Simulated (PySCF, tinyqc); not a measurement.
Worked calculation: FCI on RHF in the sto-3g basis, for OH-, spin multiplicity 1. The basis has no diffuse functions, so it cannot describe the extra electron: this is an exercise in the method, not the real anion. The lowest restricted solution is unstable here: a spin-polarised one lies 0.0189 hartree lower (PySCF). One step of it, computed by the program tinyqc.

Question. FCI: roots. Diagonalise (each vector has its largest component positive (the first on a tie)); all determinants have Ms = 0, so triplets appear too. The lowest singlet root is the correlation energy.

Occupation strings over the orbitals (2 doubly, a alpha, b beta, 0 empty; spin orbitals ordered 1a 1b 2a 2b ...): 222220 2222ab 2a222b a2222b 2222ba 2b222a b2222a 222202 2a22b2 a222b2 222022 220222 2b22a2 202222 ab2222 b222a2 ba2222 022222

H - E(HF) between determinants (hartree):
```
           222220     2222ab     2a222b     a2222b     2222ba     2b222a     b2222a     222202
222220   0.000000   0.000000   0.000000   0.000000   0.000000   0.000000   0.000000   0.173621
2222ab   0.000000   0.263304   0.012185  -0.008134  -0.173621   0.005177   0.004128   0.239436
2a222b   0.000000   0.012185   0.821579   0.041051   0.005177  -0.133388  -0.029046   0.048014
a2222b   0.000000  -0.008134   0.041051  19.459859   0.004128  -0.029046  -0.022577   0.000798
2222ba   0.000000  -0.173621   0.005177   0.004128   0.263304   0.012185  -0.008134  -0.239436
2b222a   0.000000   0.005177  -0.133388  -0.029046   0.012185   0.821579   0.041051  -0.048014
b2222a   0.000000   0.004128  -0.029046  -0.022577  -0.008134   0.041051  19.459859  -0.000798
222202   0.173621   0.239436   0.048014   0.000798  -0.239436  -0.048014  -0.000798   0.876452
2a22b2   0.005177  -0.048014   0.063317  -0.004873   0.025553  -0.068077  -0.013495  -0.066149
a222b2   0.004128  -0.000798  -0.004873   0.181347   0.003254  -0.015202  -0.008909   0.011378
222022   0.039402  -0.017592  -0.013015  -0.003248   0.017592   0.013015   0.003248   0.011355
220222   0.039402  -0.017592  -0.013015  -0.003248   0.017592   0.013015   0.003248   0.011355
2b22a2  -0.005177   0.025553  -0.068077  -0.013495  -0.048014   0.063317  -0.004873   0.066149
202222   0.133388  -0.068077   0.023115   0.002612   0.068077  -0.023115  -0.002612   0.049617
ab2222  -0.029046   0.013495  -0.002612   0.006987  -0.015202   0.008413  -0.006584  -0.006433
b222a2  -0.004128   0.003254  -0.015202  -0.008909  -0.000798  -0.004873   0.181347  -0.011378
ba2222   0.029046  -0.015202   0.008413  -0.006584   0.013495  -0.002612   0.006987   0.006433
022222   0.022577  -0.008909  -0.006584   0.051264   0.008909   0.006584  -0.051264   0.005437

           2a22b2     a222b2     222022     220222     2b22a2     202222     ab2222     b222a2
222220   0.005177   0.004128   0.039402   0.039402  -0.005177   0.133388  -0.029046  -0.004128
2222ab  -0.048014  -0.000798  -0.017592  -0.017592   0.025553  -0.068077   0.013495   0.003254
2a222b   0.063317  -0.004873  -0.013015  -0.013015  -0.068077   0.023115  -0.002612  -0.015202
a2222b  -0.004873   0.181347  -0.003248  -0.003248  -0.013495   0.002612   0.006987  -0.008909
2222ba   0.025553   0.003254   0.017592   0.017592  -0.048014   0.068077  -0.015202  -0.000798
2b222a  -0.068077  -0.015202   0.013015   0.013015   0.063317  -0.023115   0.008413  -0.004873
b2222a  -0.013495  -0.008909   0.003248   0.003248  -0.004873  -0.002612  -0.006584   0.181347
222202  -0.066149   0.011378   0.011355   0.011355   0.066149   0.049617  -0.006433  -0.011378
2a22b2   1.008428   0.050301   0.016962   0.016962  -0.049617   0.023602   0.002287  -0.006433
a222b2   0.050301  19.437219   0.003877   0.003877  -0.006433  -0.002287  -0.061323  -0.005437
222022   0.016962   0.003877   0.217054   0.047444  -0.016962   0.170224  -0.035699  -0.003877
220222   0.016962   0.003877   0.047444   0.217054  -0.016962   0.170224  -0.035699  -0.003877
2b22a2  -0.049617  -0.006433  -0.016962  -0.016962   1.008428  -0.023602   0.010264   0.050301
202222   0.023602  -0.002287   0.170224   0.170224  -0.023602   1.734424  -0.031751   0.002287
ab2222   0.002287  -0.061323  -0.035699  -0.035699   0.010264  -0.031751  20.425074   0.009089
b222a2  -0.006433  -0.005437  -0.003877  -0.003877   0.050301   0.002287   0.009089  19.437219
ba2222   0.010264   0.009089   0.035699   0.035699   0.002287   0.031751  -0.073054  -0.061323
022222   0.009089  -0.044165   0.025878   0.025878  -0.009089   0.073054   0.417118   0.044165

           ba2222     022222
222220   0.029046   0.022577
2222ab  -0.015202  -0.008909
2a222b   0.008413  -0.006584
a2222b  -0.006584   0.051264
2222ba   0.013495   0.008909
2b222a  -0.002612   0.006584
b2222a   0.006987  -0.051264
222202   0.006433   0.005437
2a22b2   0.010264   0.009089
a222b2   0.009089  -0.044165
222022   0.035699   0.025878
220222   0.035699   0.025878
2b22a2   0.002287  -0.009089
202222   0.031751   0.073054
ab2222  -0.073054   0.417118
b222a2  -0.061323   0.044165
ba2222  20.425074  -0.417118
022222  -0.417118  42.439587
```

Give: lowest roots of this matrix, relative to E(HF); lowest vectors; <S^2> of these roots; weight of the ground state by excitation level 0, 1, 2, ....

Answer.

lowest roots of this matrix, relative to E(HF) (hartree): -0.0536  0.0886  0.1696  0.2100  0.2761  0.6886  0.8157  0.9594

lowest vectors:
```
         root 1   root 2   root 3   root 4
222220   0.9570   0.0000   0.0000  -0.0288
2222ab   0.0980   0.7066   0.0000   0.3037
2a222b   0.0105  -0.0203   0.0000   0.0401
a2222b   0.0000   0.0002   0.0000   0.0003
2222ba  -0.0980   0.7066   0.0000  -0.3037
2b222a  -0.0105  -0.0203   0.0000  -0.0401
b2222a   0.0000   0.0002   0.0000  -0.0003
222202  -0.2274   0.0000   0.0000  -0.2338
2a22b2  -0.0095   0.0181   0.0000  -0.0196
a222b2   0.0000  -0.0002   0.0000   0.0000
222022  -0.0742   0.0000   0.7071   0.6108
220222  -0.0742   0.0000  -0.7071   0.6108
2b22a2   0.0095   0.0181   0.0000   0.0196
202222  -0.0435   0.0000   0.0000  -0.0997
ab2222   0.0008   0.0001   0.0000   0.0015
b222a2   0.0000  -0.0002   0.0000   0.0000
ba2222  -0.0008   0.0001   0.0000  -0.0015
022222  -0.0003   0.0000   0.0000  -0.0004
```

<S^2> of these roots: 0.0000  2.0000  0.0000  0.0000  0.0000  2.0000  0.0000  2.0000

weight of the ground state by excitation level 0, 1, 2, ...: 0.9158  0.0194  0.0648
